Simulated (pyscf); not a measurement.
`[CH3][CH]=[SiH2]` -> `[SiH2]` [singlet] + `[CH2]=[CH2]` (elimination; singlet surface; C–Si, C–H broken, C–H formed). Single points on ωB97X-D3(BJ)/def2-SVP structures (PySCF, gas phase). MP2 and CC: frozen core, UHF for open shells. ΔMP2 is the change of the MP2 total energy from the triple- to the quadruple-zeta basis. Energies in kcal/mol from the reactant's lowest minimum found.

```tsv
level	barrier	reaction energy
PBE/def2-TZVP	48.8	+40.8
PBE0-D3(BJ)/def2-TZVP	54.0	+42.6
M06-2X/def2-TZVP	57.2	+37.1
MP2/def2-QZVPP	63.7	+43.2
CCSD/def2-TZVPP	60.9	+34.2
CCSD(T)/def2-TZVPP	57.9	+36.5
CCSD(T)/def2-TZVPP + ΔMP2(QZVPP)	57.9	+37.4
```

On the product side the descent ends in a bound adduct (not fully relaxed), 16.8 kcal/mol under the separated species and 37.1 kcal/mol under the saddle at ωB97X-D3(BJ)/def2-TZVP. At ωB97X-D3(BJ) the barrier from the zero used here is 61.0 kcal/mol. H₃C–CH=SiH₂ lies 19.0 kcal/mol over its isomer H₂C=CH–SiH₃, and others may lie lower still (electronic energy, ωB97M-D3(BJ)). One saddle was located; it need not be the lowest between these sides. One closed-shell reference is unstable to symmetry breaking; treat the single-reference values with care. The CCSD(T) − MP2 part came from Ansatz, without density fitting, on the same reference. The largest closed-shell T1 diagnostic is 0.043, which may signal static correlation.
